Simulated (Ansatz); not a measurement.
Species: chloroform, CHCl3, charge 0, multiplicity 1. SMILES: ClC(Cl)Cl
Geometry from a B3LYP-D3(BJ)/def2-TZVP (Ansatz, a quantum-chemistry and plane-wave program) optimisation:
```xyz
5

C     -0.0077     0.0005     0.4558
H     -0.0259     0.0016     1.5371
Cl     0.0149     1.6916    -0.0853
Cl     1.4596    -0.8576    -0.0583
Cl    -1.4702    -0.8343    -0.1077
```

Cost and error of B3LYP with Ansatz in habitual basis sets for the enthalpy of formation at 298 K (kcal/mol). Conventions: dispersion terms only where a functional's name holds one; no spin-orbit coupling; open shells spin-unrestricted; LANL2DZ with its own core potentials from Na on; 6-31G* and kin with 6d, 5d where marked; non-relativistic; 6-311+G** with 5d, 6d on Na to Ar in Ansatz. First-principles rows: single points at B3LYP-D3(BJ) geometries (Ansatz), with unscaled harmonic terms from B3LYP/6-31G* (Ansatz) at its own minima, enthalpies of formation by atomisation with measured atoms. Costs are core time of energy and forces over that of the cheapest set, on one shared machine, to one figure and rough; under a factor of 2 they don't order.

Measured values: Active Thermochemical Tables 1.112 (ions: stationary electron), as tabulated in the package chemicals; they hold spin-orbit and core effects, anharmonicity. 

Value to compare with: -24.7 kcal/mol.

```tsv
level	relative cost	enthalpy of formation at 298 K (kcal/mol)	error
B3LYP/STO-3G	1×	-47.9	-23.2
B3LYP/LANL2DZ	1×	31.0	55.7
B3LYP/3-21G	2×	24.3	49.0
B3LYP/def2-SVP	2×	-13.5	11.2
B3LYP/6-31G	2×	27.8	52.5
B3LYP/6-31G*	3×	-9.8	14.9
B3LYP/cc-pVDZ	3×	-6.3	18.4
B3LYP/6-31G**	3×	-10.6	14.1
B3LYP/6-31+G*	4×	-6.0	18.7
B3LYP/6-311+G**	5×	-7.1	17.6
```

The dearest set gives 17.6 kcal/mol. A small set can land close by cancelling terms.
